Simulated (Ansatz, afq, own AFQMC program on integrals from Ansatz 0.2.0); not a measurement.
# AlHSCl, doublet in def2-TZVP, levels against AFQMC with the constraint released

```yaml
atoms:
  - { symbol: S, position_ang: [-0.3209, 1.6329, -0.9745] }
  - { symbol: Al, position_ang: [-0.9604, -0.0067, 0.3488] }
  - { symbol: Cl, position_ang: [-1.1681, -1.9322, -0.5161] }
  - { symbol: H, position_ang: [-0.2521, 0.8129, -2.0503] }
```

Connectivity, by distances: SH–Al–Cl.

Basis def2-TZVP. Only valence electrons are correlated. Ansatz 0.2.0 and our own AFQMC program on the same integrals; the CISD trial comes from CCSD amplitudes, and released means the phaseless constraint is let go. Uncertainties: one standard error, sampling alone.

Determinant: UHF, the one that the program's search chose, which needn't be the lowest solution. The geometry is a PBE0/def2-SVP stationary point of this or a neighbouring charge and spin state.

No full CI on the walks' own integrals is used here. The released AFQMC energy serves as the reference, which it does only where one determinant dominates, the energy is flat over the last release times and near the phaseless one (40 meV or 2 meV an electron, half that with transition metals). On small molecules, where full CI could be run and the noise was under 10 meV, such values lay within 10 meV of it in 19 cases of 20, a flattering rate, since the rule was set on those same cases; what remains of the bias isn't in the error bar.

Cautions: the released value is read at 1.50 1/Eh with a noise of 11 meV, more than in the cases checked (meV from the phaseless value at times in 1/Eh: -9 ± 8 at 0.24, -8 ± 6 at 0.51, -4 ± 7 at 0.99, -8 ± 11 at 1.50).

The T1 diagnostic is 0.0133, the weight of the determinant in the CISD state is 0.821 and the ⟨S²⟩ of the determinant is 0.754. The size of the correlated space is 17 electrons in 102 orbitals.

(1) Estimate: order these by the size of their error in total energy against AFQMC with the constraint released, smallest first.
A. MP2
B. CCSD
C. CCSD(T)
D. phaseless AFQMC with a CISD trial

(1) D (0.28 ± 0.51 mEh), C (2.22 ± 0.40 mEh), B (22.30 ± 0.40 mEh), A (61.92 ± 0.40 mEh).

Reference: AFQMC with the constraint released, correlation energy -12.713 ± 0.011 eV.

Released energies are given only where the last usable release times agree within the noise; a slower fall can still hide under it.
